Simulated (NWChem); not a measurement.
methanethiol (CH₄S); SMILES CS

All runs: NWChem. Coordinates come from a PBE0/def2-SVP optimisation. Computed dipoles belong to the equilibrium geometry; the measured one is vibrationally averaged.

Measured dipole moment: 1.52 D (NIST CCCBDB, as tabulated in the package chemicals).

```json
[
 {"level": "PBE0/cc-pVDZ", "dipole moment (D)": "1.57", "computed − measured": "+0.05", "relative time (rough)": "1"},
 {"level": "PBE0/aug-cc-pVDZ", "dipole moment (D)": "1.60", "computed − measured": "+0.08", "relative time (rough)": "2"},
 {"level": "PBE0/cc-pVTZ", "dipole moment (D)": "1.57", "computed − measured": "+0.05", "relative time (rough)": "4"},
 {"level": "PBE0/aug-cc-pVTZ", "dipole moment (D)": "1.57", "computed − measured": "+0.05", "relative time (rough)": "6"},
 {"level": "PBE0/cc-pVQZ", "dipole moment (D)": "1.56", "computed − measured": "+0.04", "relative time (rough)": "10"}
]
```
